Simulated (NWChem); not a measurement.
**isobutene (C4H8) in NWChem**

```xyz
12

C     -1.2706     0.0000    -0.6771
C      0.0000     0.0000     0.1207
C      1.2706     0.0000    -0.6771
C      0.0000     0.0000     1.4590
H     -1.3217    -0.8834    -1.3364
H     -1.3217     0.8834    -1.3364
H     -2.1614     0.0000    -0.0334
H      1.3217    -0.8834    -1.3364
H      2.1614     0.0000    -0.0334
H      1.3217     0.8834    -1.3364
H      0.9333     0.0000     2.0295
H     -0.9333     0.0000     2.0295
```
Charge 0, spin multiplicity 1.

The numbers come from NWChem runs, not from measurements. The geometry was optimised at PBE0/def2-SVP, a minimum by its harmonic frequencies.

B3LYP has NWChem's definition, with VWN1-RPA local correlation. The stability of the SCF solutions was not checked.

Worked example. At B3LYP/def2-TZVP the molecule has a total energy of -157.29062 Ha and the free atoms (multiplicities C 3, H 2) C -37.85948, H -0.50215 Ha. The electronic atomisation energy is the atoms' sum less the molecule's energy.

4·(-37.85948) + 8·(-0.50215) = -155.45512 Ha for the atoms; less the molecule's energy this leaves 1.83550 Ha, or 1151.8 kcal/mol (4819 kJ/mol), without zero-point, thermal or spin-orbit terms.
